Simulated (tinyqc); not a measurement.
MP2 on RHF in the sto-6g basis, for H2O, spin multiplicity 1, step by step. One step of it, computed by the program tinyqc.

Problem. Orthogonalisation. S = U s U^T; canonical form X = U s^(-1/2), so that X^T S X = 1. Each column of U has its largest component positive (the first on a tie).

overlap S:
```
           1O 1s     1O 2s    1O 2px     1O 2py    1O 2pz     2H 1s      3H 1s
1O 1s   1.000000  0.231145  0.000000   0.000000  0.000000  0.062135   0.062135
1O 2s   0.231145  1.000000  0.000000   0.000000  0.000000  0.510017   0.510017
1O 2px  0.000000  0.000000  1.000000   0.000000  0.000000  0.000000   0.000000
1O 2py  0.000000  0.000000  0.000000   1.000000  0.000000  0.292887  -0.292887
1O 2pz  0.000000  0.000000  0.000000   0.000000  1.000000  0.286118   0.286118
2H 1s   0.062135  0.510017  0.000000   0.292887  0.286118  1.000000   0.340302
3H 1s   0.062135  0.510017  0.000000  -0.292887  0.286118  0.340302   1.000000
```

Give: eigenvalues of S; X.

Solution.

eigenvalues of S: 0.3102  0.3821  0.8790  1.0000  1.0997  1.2776  2.0515

X:
```
              1        2        3       4        5        6       7
1O 1s   -0.2753   0.0000   0.7665  0.0000  -0.6220   0.0000  0.1297
1O 2s    1.2383   0.0000  -0.3289  0.0000  -0.3268   0.0000  0.3899
1O 2px   0.0000   0.0000   0.0000  1.0000   0.0000   0.0000  0.0000
1O 2py   0.0000  -0.9008   0.0000  0.0000   0.0000   0.7349  0.0000
1O 2pz   0.6429   0.0000   0.6369  0.0000   0.6260   0.0000  0.2027
2H 1s   -0.7751   0.9503  -0.1347  0.0000   0.1090   0.3483  0.3725
3H 1s   -0.7751  -0.9503  -0.1347  0.0000   0.1090  -0.3483  0.3725
```
